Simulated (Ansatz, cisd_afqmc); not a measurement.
Species: HS, charge 0, doublet. HS (SMILES [SH], doublet).
B3LYP-D3(BJ)/def2-TZVP minimum from Ansatz (a first-principles code):
```
S
H 1 1.3473
```
Charge 0, spin multiplicity 2.

Total energies in aug-cc-pV(T+d)Z, 7 correlated electrons, 5 frozen orbitals. UHF or UKS for unpaired electrons; spin-orbit terms are left out. Correlated methods leave the cores frozen. No relativity. AFQMC is phaseless with a CISD trial state; ± is one standard error, without the phaseless bias. Outlying blocks are dropped, and bars are widened where a walk drifts. Over all cases where full CI ran beside it in this data, AFQMC minus full CI had a median of +0.1 mEh and passed +0.4 mEh in a tenth of the cases.

```json
[
 {"method": "HF", "program": "Ansatz", "energy (Eh)": "-398.10697", "minus CCSDT(Q) (mEh)": "187.48"},
 {"method": "MP2", "program": "Ansatz", "energy (Eh)": "-398.26152", "minus CCSDT(Q) (mEh)": "32.93"},
 {"method": "CCSD", "program": "Ansatz", "energy (Eh)": "-398.28650", "minus CCSDT(Q) (mEh)": "7.95"},
 {"method": "CCSD(T)", "program": "Ansatz", "energy (Eh)": "-398.29330", "minus CCSDT(Q) (mEh)": "1.15"},
 {"method": "CCSDT(Q)", "program": "Ansatz", "energy (Eh)": "-398.29444", "minus CCSDT(Q) (mEh)": "0.00"},
 {"method": "AFQMC/CISD", "program": "cisd_afqmc", "energy (Eh)": "-398.2940 ± 0.0003", "minus CCSDT(Q) (mEh)": "0.4 ± 0.3"}
]
```

Rough core times of Ansatz's runs on a shared machine: CCSD(T) under 20 s, CCSDT(Q) 60 s.
